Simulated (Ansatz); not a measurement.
# Structure relaxation of Cd2Sn

Method: Ansatz, DFT PBE, scalar-relativistic, plane waves, PAW. Cutoff 420 eV, Γ-centred k mesh, Gaussian smearing, no spin polarisation in the final step.

The start puts Cd2Sn on the sites of a reported TmZn2 cell (Imma, No. 74), with Sn in place of Tm, Cd in place of Zn, at a guessed volume.

```
Cd Sn
1.0
    -2.47564    3.88071    4.24259
     2.47564   -3.88071    4.24259
     2.47564    3.88071   -4.24259
Cd Sn
4 2
Direct
  0.20500 0.16700 0.03800
  0.62900 0.16700 0.46200
  0.79500 0.83300 0.96200
  0.37100 0.83300 0.53800
  0.81000 0.56000 0.25000
  0.19000 0.44000 0.75000
```

Steps on the 8×8×8 mesh (6 atoms). 9 of 10 steps are shown, and the free energy counts from the last. Trial steps that were taken back and renewals of the plane-wave basis can be among the rows.

| step | ΔF (meV/atom) | V (Å³/atom) | P (GPa) | largest force component (eV/Å) |
| --- | --- | --- | --- | --- |
| 1 | 46.3 | 27.17 | -1.36 | 0.198 |
| 2 | 24.1 | 26.01 | -0.12 | 0.079 |
| 3 | 14.4 | 25.43 | 0.53 | 0.176 |
| 4 | 8.6 | 25.39 | 0.38 | 0.063 |
| 5 | 7.0 | 25.68 | -0.15 | 0.039 |
| 6 | 0.8 | 25.72 | -0.23 | 0.059 |
| 7 | 4.6 | 25.62 | -0.10 | 0.103 |
| 8 | -0.2 | 25.42 | 0.19 | 0.005 |
| 10 | 0.0 | 25.55 | -0.03 | 0.003 |

A final relaxation ran on a 10×10×10 mesh. The relaxed crystal, P6/mmm (No. 191):

Space group P6/mmm (No. 191). a = 5.112 Å, b = 5.112 Å, c = 3.378 Å, α = 90.00°, β = 90.00°, γ = 120.00°
```csv
atom,site,symmetry,x,y,z
Cd,2c,-6m2,0.3333,0.6667,0.0000
Sn,1b,6/mmm,0.0000,0.0000,0.5000
```

```
Volume per atom          : 25.49 Å³
Density                  : 7.46 g/cm³
Energy over the elements : 0.08 eV/atom
Gap on the 10×10×10 mesh : 0 eV (a metal)
```

Formation energies are uncorrected and refer to the elements' standard structures at the same level.

The final run used a 10×10×10 mesh on its 6-atom cell and 0.10 eV smearing. For metals, differences of a few meV/atom aren't resolved.

A structure relaxed within its symmetry needn't be a true minimum.